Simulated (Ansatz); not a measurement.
Zinc-blende BeTe, relaxed in Ansatz (plane waves) with several semilocal functionals. Each gives its own volume and its own bulk modulus:

```csv
level,V0 (Å³/atom),bulk modulus (GPa),ln V0,ln B0
LDA,21.420,63.75,3.0643,4.1550
PBEsol,22.006,60.34,3.0913,4.1000
PBE,22.710,56.46,3.1228,4.0335
```

Fit a straight line to ln B0 against ln V0. What does it predict for r²SCAN, whose volume is 22.629 Å³/atom?

With x = ln V0 and y = ln B0: means 3.09280 and 4.09617; Σ(Δx Δy) = -0.003563, Σ(Δx²) = 0.001714, so the slope is -2.08. At x = 3.1192 the line gives y = 4.09617 + (-2.08) × (3.1192 − 3.09280) = 4.0413, or 56.90 GPa. The run with r²SCAN gives 59.29 GPa, +4.2 % from the line. The rows used scatter about it by up to 0.1 %, while the largest value lies 13 % above the smallest. For comparison, PBE's own equation of state has B′ = 4.0, the slope −d ln B/d ln V at a fixed functional; the two needn't agree, since functionals also differ at one volume.

Measured: 67 GPa (measured, room temperature, no zero-point or thermal correction; as tabulated in Elmahjoubi et al. (2023), arXiv:2303.01780).

Ansatz's density-functional and Hartree–Fock values are scalar-relativistic unless marked +SOC, with PAW data made under PBE.

Ansatz is a quantum-chemistry and plane-wave program.
